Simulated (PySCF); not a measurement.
From one molecule to another.

First species: Isovaleronitrile, C5H9N.
Bonds: C1–C2, C2–C3, C2–C4, C4–C5, C5–N6 (triple). Hydrogens: H7, H8, H9 on C1; H10 on C2; H11, H12, H13 on C3; H14, H15 on C4.

Second species: C5H9N.
InChI=1S/C5H9N/c1-3-4-5-6-2/h3,5H,1,4H2,2H3/b6-5+

Levels: PBE0/def2-SVPD for dipole moment, HOMO energy, LUMO energy, HOMO–LUMO gap, static isotropic polarisability and electronic spatial extent ⟨r²⟩ about the centre of nuclear charge; TDDFT PBE0/def2-SVPD for lowest singlet excitation; TDA PBE0/def2-SVPD for lowest triplet excitation (Tamm–Dancoff); GFN2-xTB for rotational constant A and rotational constant C. Geometries: GFN2-xTB. Each species is one conformer at its optimised geometry, gas phase, non-relativistic unless stated; the electronic structure was computed with PySCF and density fitting.

The conformers computed, where there is a choice (atom-mapped SMILES and torsion angles):
- `[CH3:1][CH:2]([CH3:3])[CH2:4][C:5]#[N:6]`: C1–C2–C4–C5 -62°
- `[CH2:1]=[CH:2][CH2:3]/[CH:4]=[N:5]/[CH3:6]`: C1–C2–C3–C4 -115°, C2–C3–C4–N5 -117°

Q: Which has the higher T1 energy?

A: The first: 6.47 eV against 4.19 eV, a difference of 2.28 eV.

Q: Which of the two has the higher dipole moment, and by how much?

A: The first: 4.13 D against 1.22 D, a difference of 2.91 D.

Q: Which of the two has the higher HOMO–LUMO gap, and by how much?

A: The first: 9.57 eV against 6.72 eV, a difference of 2.85 eV.

Q: Which has the higher rotational constant C?

A: The first: 1.800 GHz against 1.418 GHz, a difference of 0.382 GHz.

Q: Which of the two has the higher S1 energy, and by how much?

A: The first: 7.88 eV against 4.99 eV, a difference of 2.89 eV.

Q: Which of the two has the higher HOMO energy, and by how much?

A: The second: -7.12 eV against -9.22 eV, a difference of 2.10 eV.

Q: Which has the higher static isotropic polarisability?

A: The second: 72.5 au against 63.7 au, a difference of 8.8 au.

Q: Which has the higher rotational constant A?

A: The second: 14.369 GHz against 7.451 GHz, a difference of 6.918 GHz.

On the first: S1 lies 1.69 eV below the HOMO–LUMO gap. No computed singlet falls in the visible range (750 to 380 nm, 1.65 to 3.26 eV); S1 lies 4.62 eV above its blue end.

On the second: The principal polarisabilities are 56.1, 59.8 and 101.5 au; their mean is the isotropic value. The vertical singlet–triplet gap S1 − T1 is 0.80 eV (TDDFT singlet less Tamm–Dancoff triplet; S1: HOMO→LUMO, weight 0.87; T1: HOMO→LUMO, weight 0.81).
